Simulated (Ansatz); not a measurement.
We consider fcc Ir, described by r²SCAN in Ansatz (plane waves, PAW).

Settings: plane-wave cutoff 600 eV, 20×20×20 k mesh, Fermi–Dirac smearing 0.1 eV, finite displacements, no spin polarisation, scalar-relativistic PAW data made under PBE.

The cell has the measured lattice parameters. Conventional cell: a = 3.8392 Å, b = 3.8392 Å, c = 3.8392 Å, α = 90.00°, β = 90.00°, γ = 90.00°.

Ir has the cubic space group Fm-3m (No. 225), the fcc (Cu type) structure, Pearson symbol cF4. Cell: a = b = c = 3.839 Å, α = β = γ = 90.00°. Ir on 4a is surrounded by 12 Ir at 2.715 Å (cuboctahedral). (Neighbours: up to the widest gap in distance over summed covalent radii, below 1.35, at either atom.)
(The calculation used a cell of 1 atom; values per cell refer to that cell.)

Harmonic phonon frequencies (cm⁻¹; i marks an imaginary mode):

| q point | frequencies |
|---|---|
| X | [?] |
| L | 116 116 199 |

Problem. Some entries are withheld; supply them.

Solution. 
- X, frequencies: 145 145 193

No imaginary mode appears at these points.

Note: the cell isn't this level's own, so it is under some stress, which shifts stiffness and frequencies.

Ansatz is an electronic-structure program.
